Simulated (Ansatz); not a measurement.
Conformers of C5H6O (`C#CCOC=C`), each relaxed with PBE0-D4/def2-TZVP in Ansatz. CBS adds the triple-zeta coupled-cluster correction to the MP2 limit.

Not all of them had a frequency check.

Conformer A:

```xyz
12

C     1.252   -2.077   -2.100
C     0.713   -1.252   -1.418
C     0.040   -0.240   -0.626
O     0.474   -0.324    0.716
C    -0.076    0.567    1.563
C    -0.972    1.511    1.295
H     1.735   -2.812   -2.699
H     0.260    0.758   -1.029
H    -1.047   -0.385   -0.678
H     0.321    0.420    2.561
H    -1.310    2.146    2.102
H    -1.389    1.687    0.313
```

Conformer B:

```xyz
12

C    -1.396   -2.408   -1.666
C    -1.173   -1.492   -0.926
C    -0.940   -0.384   -0.020
O     0.408    0.035   -0.110
C     0.730    1.060    0.712
C     1.939    1.599    0.737
H    -1.586   -3.222   -2.325
H    -1.172   -0.698    1.007
H    -1.614    0.445   -0.276
H    -0.072    1.413    1.358
H     2.731    1.241    0.091
H     2.145    2.413    1.417
```

Which is lowest in electronic energy at CCSD(T)/CBS (frozen core, def2 sets), and by how much? (An estimate is asked.)

Computed: A; B lies 10.9 kJ/mol higher.

Give the energies relative to A (kJ/mol) with r2SCAN-D4/def2-TZVPP, ωB97X-V/def2-TZVPP, B2PLYP/def2-TZVPP, B3LYP/def2-TZVPP, CCSD/def2-TZVPP, CCSD(T)/def2-TZVPP, MP2/CBS(def2). (Estimate.)

Ansatz gave: 
| level | B |
| --- | --- |
| r2SCAN-D4/def2-TZVPP | 11.1 |
| ωB97X-V/def2-TZVPP | 10.6 |
| B2PLYP/def2-TZVPP | 9.8 |
| B3LYP/def2-TZVPP | 7.8 |
| CCSD/def2-TZVPP | 10.1 |
| CCSD(T)/def2-TZVPP | 10.9 |
| MP2/CBS(def2) | 12.6 |

B3LYP here is the variant with VWN-RPA as its local correlation; programs differ in this.
